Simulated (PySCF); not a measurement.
# NEVPT2(2,2)/def2-SVP run of BSiH5 (boranylsilane)

Aim: the vertical ionisation energy of BSiH5 (boranylsilane) at NEVPT2(2,2)/def2-SVP, from 2 runs. The job is set up through a Python script.

The calculation is run with PySCF 2.14.0.

2 further runs of the same task are left out: 2 set aside as unsound or not needed.

## 1. The structure to begin with

The species is BSiH5 (7 atoms), meant as a singlet with charge 0. SMILES: `B[SiH3]`. The shape is that of a PBE0-D4/def2-TZVP optimisation.

Bond lengths: B1–Si2 2.010 Å, B1–H3 1.196 Å, B1–H4 1.195 Å, Si2–H5 1.492 Å, Si2–H6 1.492 Å, Si2–H7 1.487 Å. Angles: B1–Si2–H5 108.8°, B1–Si2–H6 108.8°, B1–Si2–H7 115.1°, Si2–B1–H3 118.9°, Si2–B1–H4 123.6°, H5–Si2–H6 107.3°, H5–Si2–H7 108.3°, H6–Si2–H7 108.3°, H3–B1–H4 117.5°.

## 2. A single-point energy at NEVPT2(2,2)/def2-SVP

Input file job.py:

```python
# B[SiH3]
import numpy
from pyscf import gto, scf, mp, mcscf, mrpt

molecule = gto.M(
    atom=[
    ('B', (-0.043200, -1.189000, 0.204300)),
    ('Si', (0.089100, 0.785300, -0.148500)),
    ('H', (-1.126000, -1.690600, 0.290100)),
    ('H', (0.906400, -1.902500, 0.335400)),
    ('H', (-0.616000, 1.093400, -1.427200)),
    ('H', (-0.623600, 1.516700, 0.939600)),
    ('H', (1.474500, 1.318800, -0.239500)),
],
    spin=0,
    max_memory=1860,
    basis='def2-svp',
    verbose=3,
)

mf = scf.RHF(molecule)
mf.conv_tol = 1e-10
mf.kernel()
if not mf.converged:
    mf = mf.newton().run(mf.mo_coeff, mf.mo_occ)

pt = mp.MP2(scf.addons.convert_to_uhf(mf)).run()
noons, natorbs = mcscf.addons.make_natural_orbitals(pt)
print('natural occupations', numpy.round(noons[:40], 4))
cas = mcscf.CASSCF(mf, 2, 2)
cas.fix_spin_(ss=0.0)
cas.natorb = True
cas.kernel(natorbs)
e_pt2 = mrpt.NEVPT(cas).kernel()
etot = cas.e_tot + e_pt2
print('E(%s) = %.9f' % ('NEVPT2', etot))
```

Launch:

```
$ OMP_NUM_THREADS=1 python job.py
```

Standard output:

```text
converged SCF energy = -316.369695226547
E(UMP2) = -316.570199653844  E_corr = -0.200504427296866
E(SCS-UMP2) = -316.58584631789  E_corr = -0.216151091343189
natural occupations [2.0000e+00 1.9998e+00 1.9998e+00 1.9995e+00 1.9995e+00 1.9995e+00
 1.9810e+00 1.9770e+00 1.9735e+00 1.9725e+00 1.9718e+00 1.9629e+00
 1.5800e-02 1.5700e-02 1.5100e-02 1.2400e-02 1.0600e-02 1.0100e-02
 8.9000e-03 8.3000e-03 7.6000e-03 6.7000e-03 6.5000e-03 5.2000e-03
 4.6000e-03 4.0000e-03 3.9000e-03 3.6000e-03 2.6000e-03 2.5000e-03
 2.2000e-03 2.0000e-03 1.7000e-03 1.6000e-03 1.5000e-03 1.4000e-03
 1.0000e-03 8.0000e-04 7.0000e-04 6.0000e-04]
CASSCF energy = -316.379716306042
CASCI E = -316.379716306042  E(CI) = -1.52170558167660  S^2 = 0.0000000
Sr    (-1)',   E = -0.00000000011039
Si    (+1)',   E = -0.00000000001371
Sijrs (0)  ,   E = -0.13742098907756
Sijr  (+1) ,   E = -0.00549694904170
Srsi  (-1) ,   E = -0.02531550828510
Srs   (-2) ,   E = -0.00872120409430
Sij   (+2) ,   E = -0.00035833797369
Sir   (0)' ,   E = -0.01074680556241
Nevpt2 Energy = -0.188059794158851
E(NEVPT2) = -316.567776100
```

Wall time 2.3 s (1 thread of Arm Neoverse V2, shared host); peak memory 0.15 GiB.

## 3. The doublet cation

Input file mol.xyz:

```xyz
7

B     -0.043200    -1.189000     0.204300
Si     0.089100     0.785300    -0.148500
H     -1.126000    -1.690600     0.290100
H      0.906400    -1.902500     0.335400
H     -0.616000     1.093400    -1.427200
H     -0.623600     1.516700     0.939600
H      1.474500     1.318800    -0.239500
```

Input file input.py:

```python
import numpy
from pyscf import gto, scf, mp, mcscf, mrpt

mol = gto.Mole()
mol.atom = 'mol.xyz'
mol.max_memory = 1860
mol.spin = 1
mol.verbose = 4
mol.basis = 'def2-svp'
mol.charge = 1
mol.build()

mf = scf.ROHF(mol)
mf.conv_tol = 1e-10
mf.kernel()
if not mf.converged:
    mf = mf.newton().run(mf.mo_coeff, mf.mo_occ)

pt = mp.MP2(scf.addons.convert_to_uhf(mf)).run()
noons, natorbs = mcscf.addons.make_natural_orbitals(pt)
print('natural occupations', numpy.round(noons[:40], 4))
cas = mcscf.CASSCF(mf, 2, 1)
cas.fix_spin_(ss=0.75)
cas.natorb = True
cas.kernel(natorbs)
e_pt2 = mrpt.NEVPT(cas).kernel()
e_tot = cas.e_tot + e_pt2
print(f'total energy: {e_tot:.8f} hartree')
```

Launch:

```
$ OMP_NUM_THREADS=1 python input.py
```

Standard output:

```text
PySCF version 2.14.0

[INPUT] num. atoms = 7
[INPUT] num. electrons = 23
[INPUT] charge = 1
[INPUT] spin (= nelec alpha-beta = 2S) = 1
[INPUT] symmetry False subgroup None
[INPUT] Mole.unit = angstrom
[INPUT] Symbol           X                Y                Z      unit          X                Y                Z       unit  Magmom
[INPUT]  1 B     -0.043200000000  -1.189000000000   0.204300000000 AA   -0.081636168581  -2.246884362108   0.386071047249 Bohr   0.0
[INPUT]  2 Si     0.089100000000   0.785300000000  -0.148500000000 AA    0.168374597699   1.484001925621  -0.280624329498 Bohr   0.0
[INPUT]  3 H     -1.126000000000  -1.690600000000   0.290100000000 AA   -2.127831616260  -3.194770986190   0.548209548736 Bohr   0.0
[INPUT]  4 H      0.906400000000  -1.902500000000   0.335400000000 AA    1.712847759306  -3.595203951985   0.633814142179 Bohr   0.0
[INPUT]  5 H     -0.616000000000   1.093400000000  -1.427200000000 AA   -1.164071292732   2.066226544599  -2.697017124979 Bohr   0.0
[INPUT]  6 H     -0.623600000000   1.516700000000   0.939600000000 AA   -1.178433211279   2.866147613128   1.775586666641 Bohr   0.0
[INPUT]  7 H      1.474500000000   1.318800000000  -0.239500000000 AA    2.786401170671   2.492170813076  -0.452589406833 Bohr   0.0

nuclear repulsion = 47.5644489591819
number of shells = 29
number of NR pGTOs = 95
number of NR cGTOs = 57
basis = def2-svp
ecp = {}

******** <class 'pyscf.scf.rohf.ROHF'> ********
method = ROHF
initial guess = minao
damping factor = 0
level_shift factor = 0
DIIS = <class 'pyscf.scf.diis.CDIIS'>
diis_start_cycle = 1
diis_space = 8
diis_damp = 0
SCF conv_tol = 1e-10
SCF conv_tol_grad = None
SCF max_cycles = 50
direct_scf = True
direct_scf_tol = 1e-13
num. doubly occ = 11  num. singly occ = 1
Set gradient conv threshold to 1e-05
init E= -316.025651113002
  HOMO = -0.283153647172615  LUMO = -0.038713077261689  gap/eV = 6.65157
cycle= 1 E= -315.90033460002  delta_E= 0.125  |g|= 0.386  |ddm|= 1.48
  HOMO = -0.641088970635742  LUMO = -0.287342063069469  gap/eV = 9.62594
cycle= 2 E= -315.982817930937  delta_E= -0.0825  |g|= 0.101  |ddm|= 0.483
  HOMO = -0.53391004506777  LUMO = -0.201171207037027  gap/eV = 9.05428
cycle= 3 E= -315.990650330159  delta_E= -0.00783  |g|= 0.035  |ddm|= 0.135
  HOMO = -0.545726850986979  LUMO = -0.204726231278922  gap/eV = 9.27910
cycle= 4 E= -315.991889809653  delta_E= -0.00124  |g|= 0.00804  |ddm|= 0.0517
  HOMO = -0.547360054459599  LUMO = -0.205407479841255  gap/eV = 9.30500
cycle= 5 E= -315.992017225061  delta_E= -0.000127  |g|= 0.002  |ddm|= 0.0189
  HOMO = -0.548225990864195  LUMO = -0.205604781207351  gap/eV = 9.32320
cycle= 6 E= -315.992024100951  delta_E= -6.88e-06  |g|= 0.000371  |ddm|= 0.00447
  HOMO = -0.548239170223696  LUMO = -0.205524958456806  gap/eV = 9.32573
cycle= 7 E= -315.992024320892  delta_E= -2.2e-07  |g|= 7.79e-05  |ddm|= 0.000897
  HOMO = -0.548234975844839  LUMO = -0.20553432606466  gap/eV = 9.32536
cycle= 8 E= -315.992024329417  delta_E= -8.53e-09  |g|= 2.95e-05  |ddm|= 0.000166
  HOMO = -0.548239050614543  LUMO = -0.205532639467027  gap/eV = 9.32552
cycle= 9 E= -315.992024331428  delta_E= -2.01e-09  |g|= 9.14e-06  |ddm|= 8.99e-05
  HOMO = -0.548237956712812  LUMO = -0.20553398870143  gap/eV = 9.32545
cycle= 10 E= -315.992024331622  delta_E= -1.94e-10  |g|= 1.55e-06  |ddm|= 3.1e-05
  HOMO = -0.548238107467565  LUMO = -0.205533882484772  gap/eV = 9.32546
cycle= 11 E= -315.992024331629  delta_E= -6.99e-12  |g|= 3.96e-07  |ddm|= 5.16e-06
  HOMO = -0.548238074404957  LUMO = -0.2055338632395  gap/eV = 9.32546
Extra cycle  E= -315.992024331629  delta_E= 3.41e-13  |g|= 1.84e-07  |ddm|= 6.5e-07
converged SCF energy = -315.992024331629

******** <class 'pyscf.mp.ump2.UMP2'> ********
nocc = (np.int64(12), np.int64(11)), nmo = (57, 57)
E(UMP2) = -316.168798779568  E_corr = -0.176774447939433
E(SCS-UMP2) = -316.184435324458  E_corr = -0.192410992829639
E_corr(same-spin) = -0.0227519361896311
E_corr(oppo-spin) = -0.154022511749802
natural occupations [2.0000e+00 1.9998e+00 1.9998e+00 1.9995e+00 1.9995e+00 1.9995e+00
 1.9784e+00 1.9757e+00 1.9743e+00 1.9713e+00 1.9702e+00 9.9650e-01
 1.4500e-02 1.4100e-02 1.2200e-02 1.0200e-02 8.8000e-03 8.2000e-03
 7.7000e-03 6.5000e-03 6.1000e-03 5.8000e-03 4.9000e-03 4.5000e-03
 3.5000e-03 3.5000e-03 3.3000e-03 3.0000e-03 1.8000e-03 1.8000e-03
 1.6000e-03 1.5000e-03 1.5000e-03 1.3000e-03 1.1000e-03 9.0000e-04
 8.0000e-04 7.0000e-04 6.0000e-04 5.0000e-04]

******** <class 'pyscf.mcscf.mc1step.CASSCF'> ********
CAS (1e+0e, 2o), ncore = 11, nvir = 44
max_cycle_macro = 50
max_cycle_micro = 4
conv_tol = 1e-07
conv_tol_grad = None
orbital rotation max_stepsize = 0.02
orbital rotation threshold for CI restart = 0.01
augmented hessian ah_max_cycle = 30
augmented hessian ah_conv_tol = 1e-12
augmented hessian ah_linear dependence = 1e-14
augmented hessian ah_level shift = 1e-08
augmented hessian ah_start_tol = 2.5
augmented hessian ah_start_cycle = 3
augmented hessian ah_grad_trust_region = 3
kf_trust_region = 3
kf_interval = 4
ci_response_space = 4
ci_grad_trust_region = 3
with_dep4 0
natorb = True
canonicalization = True
sorting_mo_energy = False
ao2mo_level = 2
internal_rotation = False
******** <class 'pyscf.fci.addons.SpinPenaltyFCISolver'> ********
max. cycles = 50
conv_tol = 1e-08
davidson only = True
linear dependence = 1e-12
level shift = 0.001
max iter space = 12
nroots = 1
pspace_size = 400
spin = None
CASCI E = -315.992017024557  S^2 = 0.7500000
Set conv_tol_grad to 0.000316228
macro iter   1 (  7 JK    3 micro), CASSCF E = -315.992024331232  dE = -7.30667472e-06  S^2 = 0.7500000
               |grad[o]|=0.00312  |grad[c]|=6.92e-06  |ddm|=2.22e-16  |maxRot[o]|=0.00225
macro iter   2 (  3 JK    1 micro), CASSCF E = -315.992024331619  dE = -3.87501586e-10  S^2 = 0.7500000
               |grad[o]|=3.23e-05  |grad[c]|=7.95e-08  |ddm|=    0  |maxRot[o]|=0.00121
1-step CASSCF converged in   2 macro ( 10 JK   4 micro) steps
CASSCF canonicalization

WARN: Active orbitals [1] (occs = [2.05938535e-28]) are canonicalized with external orbitals

Natural occ [1.00000000e+00 2.05938535e-28]
Natural orbital (expansion on meta-Lowdin AOs) in CAS space
               #1        #2
0 B 1s           0.00273  -0.00000
0 B 2s           0.19994  -0.00002
0 B 3s          -0.02399   0.00000
0 B 2px         -0.07655  -0.00326
0 B 2py         -0.68150   0.16100
0 B 2pz          0.12168   0.89966
0 B 3px         -0.00988   0.00066
0 B 3py         -0.09449  -0.03257
0 B 3pz          0.01687  -0.18201
0 B 3dxy         0.01717  -0.00108
0 B 3dyz        -0.02458  -0.02589
0 B 3dz^2       -0.03051   0.00825
0 B 3dxz        -0.00316  -0.00662
0 B 3dx2-y2     -0.08048   0.00481
1 Si 1s         -0.00021  -0.00000
1 Si 2s         -0.00220  -0.00000
1 Si 3s          0.09706   0.00001
1 Si 4s         -0.03515   0.00000
1 Si 2px        -0.00009  -0.00000
1 Si 2py         0.00150   0.00006
1 Si 2pz        -0.00027   0.00033
1 Si 3px         0.01165   0.00063
1 Si 3py        -0.52772  -0.03143
1 Si 3pz         0.09443  -0.17563
1 Si 4px         0.00061   0.00017
1 Si 4py         0.11086  -0.00839
1 Si 4pz        -0.01983  -0.04690
1 Si 3dxy        0.00541  -0.00288
1 Si 3dyz       -0.03404   0.09397
1 Si 3dz^2      -0.05057  -0.03016
1 Si 3dxz       -0.00098  -0.01411
1 Si 3dx2-y2    -0.09669  -0.01733
2 H 1s          -0.17010  -0.00000
2 H 2s           0.01562  -0.00001
2 H 2px         -0.00632   0.00005
2 H 2py         -0.01589  -0.00225
2 H 2pz          0.00282  -0.01257
3 H 1s          -0.16810   0.00000
3 H 2s           0.01583  -0.00000
3 H 2px          0.00278   0.00005
3 H 2py         -0.01619  -0.00237
3 H 2pz          0.00291  -0.01325
4 H 1s          -0.16526  -0.20010
4 H 2s           0.00068  -0.04400
4 H 2px         -0.00540  -0.01202
4 H 2py          0.00953  -0.00857
4 H 2pz         -0.01206  -0.01683
5 H 1s          -0.16529   0.20017
5 H 2s           0.00068   0.04401
5 H 2px         -0.00546   0.01214
5 H 2py          0.01312   0.00223
5 H 2pz          0.00797  -0.01869
6 H 1s          -0.13811  -0.00009
6 H 2s           0.00093  -0.00002
6 H 2px          0.00909   0.00000
6 H 2py          0.01117   0.00042
6 H 2pz         -0.00197   0.00236
<CAS-nat-orb|mo-hf>  12     12      -1.00000000
<CAS-nat-orb|mo-hf>  13     13      -1.00000000
CASSCF energy = -315.992024331619
CASCI E = -315.992024331619  E(CI) = -0.783987380507028  S^2 = 0.7500000

******** <class 'pyscf.mrpt.nevpt2.NEVPT'> ********
NEVPT2 (1e+0e, 2o), ncore = 11, nvir = 44
root = 0

WARN: Active orbitals [1] (occs = [-0.]) are canonicalized with external orbitals

Natural occ [ 1. -0.]
Natural orbital (expansion on meta-Lowdin AOs) in CAS space
               #1        #2
0 B 1s           0.00273  -0.00000
0 B 2s           0.19994  -0.00002
0 B 3s          -0.02399   0.00000
0 B 2px         -0.07655  -0.00326
0 B 2py         -0.68150   0.16100
0 B 2pz          0.12168   0.89966
0 B 3px         -0.00988   0.00066
0 B 3py         -0.09449  -0.03257
0 B 3pz          0.01687  -0.18201
0 B 3dxy         0.01717  -0.00108
0 B 3dyz        -0.02458  -0.02589
0 B 3dz^2       -0.03051   0.00825
0 B 3dxz        -0.00316  -0.00662
0 B 3dx2-y2     -0.08048   0.00481
1 Si 1s         -0.00021  -0.00000
1 Si 2s         -0.00220  -0.00000
1 Si 3s          0.09706   0.00001
1 Si 4s         -0.03515   0.00000
1 Si 2px        -0.00009  -0.00000
1 Si 2py         0.00150   0.00006
1 Si 2pz        -0.00027   0.00033
1 Si 3px         0.01165   0.00063
1 Si 3py        -0.52772  -0.03143
1 Si 3pz         0.09443  -0.17563
1 Si 4px         0.00061   0.00017
1 Si 4py         0.11086  -0.00839
1 Si 4pz        -0.01983  -0.04690
1 Si 3dxy        0.00541  -0.00288
1 Si 3dyz       -0.03404   0.09397
1 Si 3dz^2      -0.05057  -0.03016
1 Si 3dxz       -0.00098  -0.01411
1 Si 3dx2-y2    -0.09669  -0.01733
2 H 1s          -0.17010  -0.00000
2 H 2s           0.01562  -0.00001
2 H 2px         -0.00632   0.00005
2 H 2py         -0.01589  -0.00225
2 H 2pz          0.00282  -0.01257
3 H 1s          -0.16810   0.00000
3 H 2s           0.01583  -0.00000
3 H 2px          0.00278   0.00005
3 H 2py         -0.01619  -0.00237
3 H 2pz          0.00291  -0.01325
4 H 1s          -0.16526  -0.20010
4 H 2s           0.00068  -0.04400
4 H 2px         -0.00540  -0.01202
4 H 2py          0.00953  -0.00857
4 H 2pz         -0.01206  -0.01683
5 H 1s          -0.16529   0.20017
5 H 2s           0.00068   0.04401
5 H 2px         -0.00546   0.01214
5 H 2py          0.01312   0.00223
5 H 2pz          0.00797  -0.01869
6 H 1s          -0.13811  -0.00009
6 H 2s           0.00093  -0.00002
6 H 2px          0.00909   0.00000
6 H 2py          0.01117   0.00042
6 H 2pz         -0.00197   0.00236
<CAS-nat-orb|mo-hf>  12     12      -1.00000000
<CAS-nat-orb|mo-hf>  13     13      -1.00000000
Sr    (-1)',   E = -0.00000000000398
Si    (+1)',   E = -0.00021065693681
Sijrs (0)  ,   E = -0.12952857756644
Sijr  (+1) ,   E = -0.01858669570080
Srsi  (-1) ,   E = -0.02068934512300
Srs   (-2) ,   E = -0.00000000000000
Sij   (+2) ,   E = -0.00216685656018
Sir   (0)' ,   E = -0.00775001535683
Nevpt2 Energy = -0.178932147248048
total energy: -316.17095648 hartree
```

It took 1.4 s on 1 thread of Arm Neoverse V2, shared host; peak memory 0.15 GiB.

## 4. Outcome

Level: NEVPT2(2,2)/def2-SVP.

| quantity | value |
| --- | --- |
| singlet BSiH5: total energy | -316.56778 Eh |
| singlet BSiH5: dipole moment (Hartree–Fock density) | 0.58 D |
| singlet BSiH5: HOMO energy (Hartree–Fock orbitals) | -11.47 eV |
| singlet BSiH5: LUMO energy (Hartree–Fock orbitals) | 1.24 eV |
| singlet BSiH5: HOMO–LUMO gap (Hartree–Fock orbitals) | 12.71 eV |
| doublet cation: total energy | -316.17096 Eh |
| vertical ionisation energy (to the doublet cation) | 10.798 eV |

**Reading.** The vertical ionisation energy comes to 10.80 eV (1042 kJ/mol). Mulliken charges (doublet cation) of the mean-field density run from +0.02 on H7 to +0.48 on Si2.
